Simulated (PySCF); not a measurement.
Computed with PBE-D3(BJ)/def2-TZVP // B3LYP-D3(BJ)/def2-TZVP in PySCF 2.14.0. All species are isolated molecules in the gas phase. 

Reference species (SMILES): `[CH](F)F` (neutral, multiplicity 2).

| Quantity | Result |
|---|---|
| dipole moment | 1.23 D |

Changed species: `[CH3]` (radical fragment; the reference has radical fragment).

### Question
Give the shifts of the dipole moment.

### Answer
the dipole moment decreases by 1.23 D, to 0.00 D.
